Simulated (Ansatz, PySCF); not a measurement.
Species: N2H3, net charge -1, singlet state. It need not be the lowest isomer of its formula. Whether it binds its extra electron was not tested at this geometry. 
Coordinates optimised at B3LYP-D3(BJ)/def2-TZVP (Ansatz, an electronic-structure program):
```
N
H 1 1.0252
H 1 1.0252 2 102.70
N 1 1.5001 2 107.10 3 -112.62
H 4 1.0304 1 100.53 2 -125.21
```
Charge -1, spin multiplicity 1.

Total electronic energies in hartree. Cores are frozen in the correlated levels unless marked. Spin-orbit coupling is left out. No relativistic terms. FCI takes restricted orbitals. Basis-set limits of correlation are two-point, X^-3; Hartree-Fock from the larger set.

| level | program | energy (Eh) |
|---|---|---|
| HF/aug-cc-pVQZ | Ansatz | -110.56483 |
| HF-D4/def2-TZVPD | PySCF + dftd4 | -110.56396 |
| PBE0/def2-TZVP | Ansatz | -111.11561 |
| HSE06-D4/def2-TZVPD | Ansatz + dftd4 | -111.12346 |
| B2GP-PLYP-D4/def2-TZVPD | Ansatz + dftd4 | -111.14687 |
| PBE-QIDH/def2-TZVPD | Ansatz | -111.10608 |
| RI-MP2/aug-cc-pVTZ | Ansatz | -111.02969 |
| SCS-MP2/def2-SVP | Ansatz | -110.73933 |
| SCS-MP2/def2-QZVPP | Ansatz | -111.04699 |
| CCSD/def2-SVPD | Ansatz | -110.83413 |
| CCSD(T)/6-31G | Ansatz | -110.67755 |
| CCSD(T)/cc-pVDZ | Ansatz | -110.86981 |
| CCSD(T)/def2-TZVPP | Ansatz | -111.03421 |
| FCI/STO-3G | Ansatz | -109.02201 |
| CCSD(T)/CBS(def2-TZVPPD,def2-QZVPPD) | Ansatz | -111.1033 |

Totals of different functionals don't rank their quality; only differences between species are comparable.
